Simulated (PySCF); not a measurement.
Zinc-blende AlP: correlation energy from several methods in one and the same small orbital space (PySCF; 2 atoms at the zone centre, 8 electrons in 17 orbitals, empty ones MP2 natural orbitals of a TZ basis, lattice constant set to 5.463 Å). It tests the methods against each other and lies far from the crystal's limit.

```csv
method,E_corr (eV per atom),share of full CI (%),error (meV)
MP2,-1.4950,70.3,632
CCSD,-2.0814,97.8,46
CCSD(T),-2.1116,99.3,16
CCSDT,-2.1216,99.7,6
CCSDT(Q),-2.1255,99.9,2
CCSDTQ,-2.1271,100.0,0
full CI,-2.1273,100.0,0
```

The Hartree–Fock determinant has a weight of 0.88 in the full CI state.

MP2, (T) and (Q) use filled levels shifted down by the Madelung term, which in so small a cell is a large part of the gap, so these rows hang on it.
